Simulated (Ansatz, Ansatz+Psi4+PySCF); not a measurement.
| atom | x (Å) | y (Å) | z (Å) |
| --- | --- | --- | --- |
| H | 0.0081 | -0.0040 | -0.8324 |
| F | -0.0028 | -0.0092 | 0.0947 |

Basis set: cc-pVTZ (spherical functions). Left uncorrelated: 1 orbital. Charge 0, multiplicity 1.

Computed with Ansatz (development build ahead of 0.2.0); each method stands on the lowest determinant of its kind that the runs found. Restricted open shells among the atoms or ions are ROHF, correlated in semicanonical orbitals with singles.

**Question.** Give the atomization energy at this shape (free ground-state atoms in the same class of orbitals less the molecule, no zero-point energy) of singlet HF by RHF-MP2, RHF.

**Answer.**

| method | atomization energy |
| --- | --- |
| RHF-MP2 | 6.10 eV |
| RHF | 4.26 eV |
